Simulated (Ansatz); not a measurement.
Geometry optimisation, Ansatz, RKS PBE0/cc-pVDZ.

Input:

```yaml
crystal:
  periodic: [false, false, false]
  atoms:
    - { symbol: Si, position_ang: [0.102295, -0.019767, 0.100663] }
    - { symbol: H, position_ang: [0.730748, -0.175838, 1.408907] }
    - { symbol: H, position_ang: [1.490157, 0.134119, -0.318739] }
    - { symbol: H, position_ang: [-0.686286, 1.250648, -0.005574] }
    - { symbol: C, position_ang: [-0.807656, -1.523377, -0.571609] }
    - { symbol: H, position_ang: [-1.643651, -1.79297, 0.08312] }
    - { symbol: H, position_ang: [-1.209396, -1.30837, -1.573385] }
    - { symbol: H, position_ang: [-0.12881, -2.384445, -0.644582] }
basis:
  gaussian: { orbitals: cc-pVDZ }
hamiltonian:
  xc: pbe0
relax:
  f_tol: 0.03
  max_steps: 50
```

Run as:

```bash
$ ansatz run input.yaml --threads 1 --pin off --max-ram 2048MiB --backend cpu --events-out ev --progress --plain --runs-dir out
```

Where does it end, and by what steps?

The forces met the threshold. After 4 steps the energy has fallen by 0.459 eV; H3 moved furthest, 0.36 Å.

```tsv
step	energy less start (eV)	largest force component (eV/Å)	accepted
0	0.0000	1.536	yes
1	-0.4006	0.394	yes
2	-0.4088	0.586	yes
3	-0.4591	0.047	yes
4	-0.4594	0.003	yes
```

```xyz
8
Properties=species:S:1:pos:R:3
Si 0.180 -0.031 0.135
H 0.580 -0.277 1.561
H 1.425 0.218 -0.665
H -0.663 1.209 0.091
C -0.771 -1.507 -0.554
H -1.679 -1.695 0.039
H -1.073 -1.321 -1.596
H -0.151 -2.415 -0.532
```

Whether the end is a true minimum wasn't checked by a vibrational analysis.

The run took 8.2 s on 1 thread of Arm Neoverse V2, on a shared host, peak memory 0.11 GiB.
